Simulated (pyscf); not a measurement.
PySCF, gas phase, ωB97X-D3(BJ)/def2-SVP geometries. Correlated levels are frozen-core, on RHF or UHF. ΔMP2 is the change of the MP2 total energy from the triple- to the quadruple-zeta basis.

Q: For the elementary gas-phase step HF + HO–Si:–F [singlet] → F–Si:–F [singlet] + H₂O (singlet surface; F–H, O–Si broken, F–Si, H–O formed), what barrier and reaction energy does CCSD(T)/def2-TZVPP + ΔMP2(QZVPP) give, measured from the separated reactants?

A: ΔE‡ = 23.7 kJ/mol, ΔE = -32.8 kJ/mol. Zero-point energy shifts the barrier by +3.3 kJ/mol. It is a four-centre exchange, with an imaginary mode of 512i cm⁻¹. On the product side the descent ends in an adduct with a O–Si contact, 51.2 kJ/mol under the separated species and 92.5 kJ/mol under the saddle at ωB97X-D3(BJ)/def2-TZVP. What is counted as broken (O–Si) persists as a longer contact in the product adduct; parting that adduct is a step of its own. At ωB97X-D3(BJ) the barrier from the zero used here is 9.9 kJ/mol. One saddle was located; it need not be the lowest between these sides. The CCSD(T) − MP2 part came from Ansatz, without density fitting, on the same reference.
